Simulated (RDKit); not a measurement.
Input file for RDKit: MMFF94 on acetamide (SMILES CC(N)=O), a point of a torsion scan.

```python
from rdkit import Chem
from rdkit.Chem import AllChem, rdDetermineBonds

blocks = [
'''9

C    -1.09299916    0.08865916   -0.24100670
C     0.16801435   -0.31254883    0.48489607
N     1.31883256   -0.07760442   -0.25325760
O     0.19358764   -0.77185428    1.59962823
H    -1.11820257    1.16879365   -0.36990108
H    -1.11046497   -0.37472263   -1.22384798
H    -1.96043159   -0.22314383    0.33260416
H     1.47250699    0.87443191   -0.54753759
H     2.14272979   -0.41651438    0.23578994
''',
]
mol = None
for b in blocks:
    f = Chem.MolFromXYZBlock(b)
    rdDetermineBonds.DetermineBonds(f, charge=0)
    mol = f if mol is None else Chem.CombineMols(mol, f)
Chem.SanitizeMol(mol)
print(Chem.MolToSmiles(Chem.RemoveHs(mol)))
ff = AllChem.MMFFGetMoleculeForceField(mol, AllChem.MMFFGetMoleculeProperties(mol), nonBondedThresh=100.0, ignoreInterfragInteractions=False)
e = ff.CalcEnergy()
print(f'MMFF94 energy {e:.6f} kcal/mol')
```

The log:

```
CC(N)=O
MMFF94 energy -25.004570 kcal/mol
```

The run finished.

Cost: about 0.06 core-seconds (a rough figure).
